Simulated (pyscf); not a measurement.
Optimised with ωB97X-D3(BJ)/def2-SVP in PySCF.

**Question.** `[OH][As]([OH])[SiH3]` + `[H][H]` → `[OH][AsH][OH]` + `[SiH4]`
Surface: singlet. Broken: As–Si, H–H. Formed: As–H, H–Si. Give ΔE‡ and ΔE from B3LYP-D3(BJ)/def2-TZVP, relative to the separated reactants.

**Answer.** ΔE‡ = 45.5 kcal/mol, ΔE = -2.4 kcal/mol. ωB97M-D3(BJ)/def2-TZVP gives 47.5 kcal/mol and -4.2 kcal/mol. Zero-point energy shifts the barrier by +1.4 kcal/mol. It is a four-centre exchange, with an imaginary mode of 1271i cm⁻¹. HO–As(OH)–SiH₃ lies 18.0 kcal/mol over its isomer HO–SiH₂–AsH–OH, and others may lie lower still (electronic energy, ωB97M-D3(BJ)). One saddle was located; it need not be the lowest between these sides. Elements up to Kr have no core potential and no relativistic terms here.
